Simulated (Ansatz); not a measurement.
## Solid chlorine

These are HSE06 (Ansatz, a first-principles code, plane waves, PAW) values and carry that method's errors.

Run with plane-wave cutoff 460 eV, 8×8×4 k mesh (along the axes of the cell as run), Fermi–Dirac smearing 0.01 eV, scalar-relativistic PAW data made under PBE.

Cell (relaxed at this level):

```cif
data_Cl8
_chemical_formula_sum 'Cl8'
_space_group_name_H-M_alt 'Cmce'
_space_group_IT_number 64
_space_group_name_Hall '-C 2ac 2'
_cell_length_a 7.44536
_cell_length_b 4.53559
_cell_length_c 8.59463
_cell_angle_alpha 90.000
_cell_angle_beta 90.000
_cell_angle_gamma 90.000
loop_
_atom_site_label
_atom_site_type_symbol
_atom_site_symmetry_multiplicity
_atom_site_Wyckoff_symbol
_atom_site_fract_x
_atom_site_fract_y
_atom_site_fract_z
_atom_site_occupancy
Cl1 Cl 8 f 0.00000 0.10793 0.10046 1
```
(The calculation used a cell of 4 atoms; values per cell refer to that cell.)

```
Item                                    Result
--------  ------------------------------------
band gap  4.24 eV (on the SCF k mesh) (direct)
```

Note: the cell comes from a level without a dispersion term, which matters for the spacing of layers, chains or molecules.

Static lattice: no zero-point or thermal effects.

Cost on a shared machine: roughly 2.1 core-hours.
